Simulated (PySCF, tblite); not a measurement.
Complex of chloride and 2 × hydrogen fluoride

A gas-phase complex of chloride and 2 × hydrogen fluoride; charge -1, singlet. The structure comes from a short search (6 tight-binding starts) and was relaxed by PBE0-D3(BJ)/def2-TZVPD; another way of binding may lie lower. Frequencies by PBE0-D3(BJ)/def2-TZVPD show no clear imaginary mode.

| part | name | SMILES | atoms | charge | multiplicity |
| --- | --- | --- | --- | --- | --- |
| 1 | chloride | [Cl-] | 1 | -1 | 1 |
| 2 | hydrogen fluoride | F | 2–3 | 0 | 1 |
| 3 | hydrogen fluoride | F | 4–5 | 0 | 1 |

Coordinates in Å:
```
Cl1    -0.132   -0.463    0.257
F2     -0.366   -0.699    3.132
H3     -0.300   -0.636    2.168
F4     -1.897   -2.327   -1.077
H5     -1.314   -1.711   -0.611
```

```csv
contact,kind (by geometry),distance (Å),angle (°)
H5···Cl1,hydrogen bond,1.925,178
H3···Cl1,hydrogen bond,1.926,178
```

Interaction energies are complex less parts, with the parts frozen as they stand in it; counterpoise-corrected, in kcal/mol (PySCF).

Problem. How strongly do the parts interact, level by level?

Solution. 
| level | interaction | superposition error removed |
| --- | --- | --- |
| wB97M-D3(BJ)/def2-TZVPD | -45.13 | -0.18 |
| PBE0-D3(BJ)/def2-TZVPD | -48.29 | -0.19 |
| RI-MP2/def2-TZVPD | -43.65 | -1.62 |

Problem. What holds them together? Decompose the wB97M-D3(BJ)/def2-TZVPD energy: frozen parts, their antisymmetrised product, then relaxation.

Solution. electrostatic -55.3, Pauli repulsion +39.4, orbital relaxation -28.2, dispersion correction -1.2 kcal/mol, which sum to the value before the counterpoise correction; the Pauli term holds the exchange-correlation of the frozen density too. Of the attraction, 65 % is electrostatic, 33 % is orbital relaxation, 1 % is dispersion correction.

Problem. Are the pair energies additive?

Solution. The pairs sum to -47.27 kcal/mol (1–2 -24.5, 1–3 -24.5, 2–3 1.7); the rest of +2.14 is a many-body weakening.

The parts were also relaxed and run alone, at the levels used for the complex: shieldings by PBE0/aug-pcSseg-2; core levels by delta-SCF with SCAN, aug-pcX-2 on the ionised atom and aug-pcseg-1 elsewhere, spin-free X2C (2p3/2 is the spin-free 2p value less a third of a first-order spin-orbit splitting).

Problem. How do these values change when the complex forms?

Solution. 
| property | alone | in the complex | change |
| --- | --- | --- | --- |
| F4–H5 bond (Å) | 0.921 | 0.969 | +0.048 |
| shielding of H5 (ppm) | 29.18 | 21.47 | -7.71 |
| shielding of Cl1 (ppm) | 1149.3 | 1048.5 | -100.8 |
| shielding of H3 (ppm) | 29.18 | 21.49 | -7.69 |
| shielding of F4 (ppm) | 410.9 | 363.5 | -47.4 |
| Cl1 2p3/2 core level (eV) | 196.90 | 199.31 | +2.41 |
| F4 1s core level (eV) | 694.15 | 687.39 | -6.76 |

Density functionals tend to overstate the lengthening and the red shift of so strongly bound an X–H bond.

Problem. What are the binding energy from relaxed parts (wB97M-D3(BJ)/def2-TZVPD), and ΔH and ΔG of association at 298.15 K and 1 atm?

Solution. -42.64 kcal/mol, -39.95 with zero-point energy; ΔH -41.9 and ΔG -27.7 kcal/mol, from harmonic vibrations by PBE0-D3(BJ)/def2-TZVPD with low modes damped.

The 6 runs behind this took 3.1 min in all, one thread each of Arm Neoverse V1 on a shared host, launched as `OMP_NUM_THREADS=1 python cluster_run.py task.json out`.
